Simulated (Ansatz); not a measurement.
Where PBE holds and where it fails for rhombohedral A7 Bi

Programs: Ansatz (a first-principles code).

| property | PBE | LDA | PBEsol | reference | PBE less reference |
|---|---|---|---|---|---|
| lattice parameter a (Å) | 4.580 | 4.492 | 4.525 | 4.533 | +1.04 % |
| c axis length (Å) | 12.195 | 11.501 | 11.649 | 11.796 | +3.38 % |
| bulk modulus B0 (GPa) | 25.5 | 41.1 | 36.9 | 32.1 | not scored |
| cohesive energy (eV/atom) | 2.53 | 3.47 | 2.90 | 2.18 | not scored |
| elastic constant C11 (GPa) | 63.5 | 78.5 | 73.4 | 69.3 | -8.4 % |
| elastic constant C33 (GPa) | 27.7 | 47.0 | 41.6 | 40.4 | -31 % |
| elastic constant C44 (GPa) | 7.67 | 12.2 | 11.1 | 13.5 | -43 % |
| Voigt–Reuss–Hill bulk modulus (GPa) | 28.5 | 42.0 | 38.2 | – | – |
| polycrystal shear modulus (GPa) | 11.1 | 14.8 | 13.7 | – | – |

PBE is well off the measurement for the lattice constant a (+1.04 %, at least halved by PBEsol); lattice parameter c (+3.38 %, at least halved by PBEsol); elastic constant C33 (-31 %, at least halved by PBEsol); elastic constant C44 (-43 %, at least halved by LDA, PBEsol).  In between: elastic constant C11 (-8.4 %). Where no measured value is used, PBE differs from PBEsol by -25 % in the Voigt–Reuss–Hill bulk modulus; from PBEsol by -19.0 % in the Voigt–Reuss–Hill shear modulus.

Low-temperature values still hold zero-point motion unless their source removed it.

Called good within 0.30 % for the lattice constant a, 0.50 % for the lattice parameter c, 5.0 % for the elastic constant C11, 5.0 % for the elastic constant C33, 5.0 % for the elastic constant C44.

Called well off beyond 0.83 % for the lattice constant a, 1.25 % for the lattice parameter c, 12.5 % for the elastic constant C11, 12.5 % for the elastic constant C33, 12.5 % for the elastic constant C44 (bounds picked here from the quality of each reference).

Not scored: bulk modulus (one unchecked source), cohesive energy (spin–orbit coupling left out).

Free atoms are spin-polarised, in the lowest state found; at levels without +SOC their spin–orbit coupling is left out.

Spin–orbit coupling is left out, also for the solids with elements from indium on (rhombohedral A7 Bi); its size isn't shown.

Differences are worked out from the printed values.

The references are measured values: lattice constant a low temperature, lattice parameter c low temperature, bulk modulus corrected to a static lattice, unchecked, cohesive energy low temperature, unchecked, elastic constant C11 low temperature, elastic constant C33 low temperature, elastic constant C44 low temperature.

Unless a row names a cell, each level is at its own relaxed cell.

Caveats: LDA has no dispersion term either, though it tends to give short spacings of layers, chains or molecules (LDA); the cell comes from a level without a dispersion term, which matters for the spacing of layers, chains or molecules (PBE, PBEsol). Ansatz's density-functional and Hartree–Fock values are scalar-relativistic unless marked +SOC, with PAW data made under PBE.

References as tabulated in Arnaud et al. (2016), arXiv:1602.08959; Lejaeghere et al. (2013), arXiv:1204.2733; Kittel's textbook.
